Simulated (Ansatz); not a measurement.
# FH2OSi: the cost of one run

Method: RKS r2SCANh-D4/def2-SVP, in Ansatz 0.2.0.

### 1 The structure to begin with

Bond lengths: O1–Si2 1.543 Å, Si2–F3 1.561 Å, O1–H4 0.967 Å, Si2–H5 1.427 Å. Angles: O1–Si2–F3 118.2°, O1–Si2–H5 121.4°, F3–Si2–H5 120.5°, Si2–O1–H4 151.5°.

Structure file:

```xyz
5

O    -0.7814   -0.7062   -0.1097
Si    0.4541    0.1881    0.1222
F     0.3740    1.6834   -0.3186
H    -1.6893   -0.8380   -0.4152
H     1.6426   -0.3273    0.7212
```

### 2 Relaxing end A

File input.yaml:

```yaml
crystal:
  periodic: [false, false, false]
  atoms:
    - { symbol: O, position_ang: [-0.78144, -0.70622, -0.10967] }
    - { symbol: Si, position_ang: [0.45406, 0.18806, 0.12224] }
    - { symbol: F, position_ang: [0.37405, 1.68341, -0.31858] }
    - { symbol: H, position_ang: [-1.68931, -0.83796, -0.41518] }
    - { symbol: H, position_ang: [1.64264, -0.32729, 0.7212] }
total_charge: 1
basis:
  gaussian: { orbitals: def2-SVP }
hamiltonian:
  xc: r2scanh
  dispersion: d4
relax:
  f_tol: 0.015
  max_steps: 40
```

Started as:

```sh
$ ansatz run input.yaml --threads 1 --pin off --max-ram 2048MiB --backend cpu --events-out ev --progress --plain --runs-dir out
```

**Question.** How long does this run take on 1 thread of Arm Neoverse V1, shared host, and how much memory does it need?

About 15 s, with a peak of 0.14 GiB.
